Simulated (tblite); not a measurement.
`P#CC1CC1`. Computed geometry: GFN2-xTB, gas phase.

```
atom  x, y, z in Å
P1     3.1179   -0.3671   -0.1446
C2     1.6272   -0.2084    0.2658
C3     0.2590   -0.0599    0.6043
C4    -0.7950   -0.6411   -0.3108
C5    -0.6168    0.8379   -0.2402
H6     0.0551   -0.0846    1.6708
H7    -0.4535   -1.1512   -1.1991
H8    -1.6663   -1.0859    0.1455
H9    -0.1562    1.3339   -1.0814
H10   -1.3626    1.4309    0.2672
```

Q: Work out the bond lengths C3–C4, C3–C5, C3–H6, C4–C5, C4–H7, C4–H8, C5–H9 in bohr.

A: For C3–C4 the difference vector is (-1.0540, -0.5811, -0.9151) Å, of length 1.5120 Å. 1 bohr = 0.529177 Å. C3–C4 2.857; C3–C5 2.857; C3–H6 2.052; C4–C5 2.818; C4–H7 2.041; C4–H8 2.040; C5–H9 2.040 bohr.

Q: What is the repulsion energy of the bare nuclei, Σ ZA·ZB/RAB?

A: 183.87 Eh over 45 pairs, with full nuclear charges and distances in bohr; the largest single term is 30.64 Eh (P1 with C2).

Q: Where is the centre of mass (commonest isotopes), and what is the radius of gyration?

A: Mass 84.013 u; centre at (1.174, -0.140, -0.010) Å; Rg = √(Σ m r²/M) = 1.796 Å. As Ia + Ib + Ic = 2 Σ m r², the three principal moments sum to 541.9 u·Å².

Q: How far apart are these pairs, which share no bond: P1···C4, C2···H8, C2···H10, C5···H6?

A: P1···C4 3.926 Å (3 bonds apart); C2···H8 3.411 Å (3 bonds apart); C2···H10 3.410 Å (3 bonds apart); C5···H6 2.226 Å (2 bonds apart).

Q: What are the angles C5–C3–H6, C5–C4–H8, C3–C4–C5, H9–C5–H10?

A: From the scalar product of the two bond vectors; for C5–C3–H6 it is -0.7443 Å² over 1.5120 × 1.0861 Å², cos θ = -0.4532. C5–C3–H6 116.9°; C5–C4–H8 119.0°; C3–C4–C5 60.5°; H9–C5–H10 114.1°.

Q: How far are the heavy atoms from their best plane (unweighted least squares)?

A: 0.343 Å rms; P1 0.27, C2 0.20, C3 0.59, C4 0.25, C5 0.25 Å (magnitudes).

Q: Give the dihedral angles C2–C3–C5–H9, C3–C4–C5–H9, H6–C3–C5–H9, H8–C4–C5–H9, C2–C3–C5–H10, H6–C3–C4–H7.

A: C2–C3–C5–H9 0° (synperiplanar); C3–C4–C5–H9 107° (anticlinal); H6–C3–C5–H9 145° (anticlinal); H8–C4–C5–H9 -145° (anticlinal); C2–C3–C5–H10 -142° (anticlinal); H6–C3–C4–H7 -145° (anticlinal). Dihedral signs follow IUPAC: positive where, seen along the central bond, the front bond turns clockwise onto the rear one.

Q: Write the matrix of distances between heavy atoms (Å, lower triangle).

A: 
```
P1    0.000
C2    1.554  0.000
C3    2.971  1.417  0.000
C4    3.926  2.527  1.512  0.000
C5    3.925  2.527  1.512  1.491  0.000
```

The point group is Cs within 0.08 Å; differences among equivalent distances and angles are scatter left by the optimiser. Its GFN2-xTB frequencies are all real (lowest 138 cm⁻¹).
